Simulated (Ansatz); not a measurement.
# Si₂ (triplet): wave-function methods side by side, cc-pVTZ

An exercise on one series of results from a longer session: the logs are not shown, and one member is left open.

Program: Ansatz 0.2.0, Gaussian basis. Level of theory: cc-pVTZ, core rule «outside noble gas», up to 10 orbitals frozen. These are calculated values, not measurements.

The runs, in order: UHF; CCSD(T) on ROHF; CCSD(T) on UHF; BCCD(T) on ROHF; CISD; CCSDT(Q) on ROHF; CCSDT(Q) on UHF; CASSCF and MRCISD+Q, 8 electrons in 8 orbitals; CASSCF and NEVPT2, 8 electrons in 8 orbitals.

15 further runs of the same task are left out: 2 that didn't finish, 13 set aside as unsound or not needed.

## The geometry

The geometry is a PBE0/def2-TZVP stationary point (not a proven minimum).

2 atoms, charge 0, spin multiplicity 3.

Atoms are counted from 1 here; the program's logs count them from 0.

Bond lengths: Si1–Si2 2.255 Å.

Set-up of the first run:

The input, in.yaml:

```yaml
crystal:
  periodic: [false, false, false]
  atoms:
    - {symbol: Si, position_ang: [0.000000, 0.000000, 0.000000]}
    - {symbol: Si, position_ang: [0.000000, 0.000000, 2.254714]}
basis:
  gaussian: {orbitals: cc-pVTZ}
magnetization: {spin_polarized: true, initial_magnetization: 2}
hamiltonian: {xc: hf}
output: {orbitals: {seedname: orbitals}}
```

On the command line:

```bash
$ ansatz run in.yaml --threads 1 --pin off --events-out ev --progress --plain --max-ram 2393MiB
```

Steps of the session up to this table: UHF; CCSD(T) on ROHF; CCSD(T) on UHF; BCCD(T) on ROHF; CISD; CCSDT(Q) on ROHF; CCSDT(Q) on UHF; CASSCF and MRCISD+Q, 8 electrons in 8 orbitals; CASSCF and NEVPT2, 8 electrons in 8 orbitals.

One table of the session follows, with a row left open; its other results are not shown here.

It belongs to the step «Misses and costs». 

```
          method  from UCCSDT(Q) (meV)
            ROHF               +5622.6
             UHF               +5516.5
            RMP2               +1201.1
            UMP2               +1230.6
            CISD                +760.0
           RCCSD                +385.9
           UCCSD                +380.1
        RCCSD(T)                 +73.8
        UCCSD(T)                     ?
         BCCD(T)                 +73.7
          RCCSDT                 +24.5
          UCCSDT                 +23.4
       RCCSDT(Q)                  +1.0
       UCCSDT(Q)                     0
  CASSCF valence               +4177.8
  NEVPT2 valence                +959.0
  MRCISD valence                +392.1
MRCISD+Q valence                 +15.9
```

**Question.** Estimate the row for UCCSD(T).

**Answer.** from UCCSDT(Q) (meV): +74.5. In the column «from UCCSDT(Q) (meV)» it lies between RCCSD(T) (+73.8) and UCCSD (+380.1).

With the free atoms at the same levels and basis (separate runs), the atomisation energy is 3.071 eV at UCCSDT(Q), 3.043 eV at RCCSD(T), 3.040 eV at UCCSD(T), 1.898 eV at ROHF.

To keep in mind: Restricted and unrestricted rows rest on different reference determinants; where their highest levels disagree by more than a few hundredths of an eV, they describe different states and don't form one ladder.
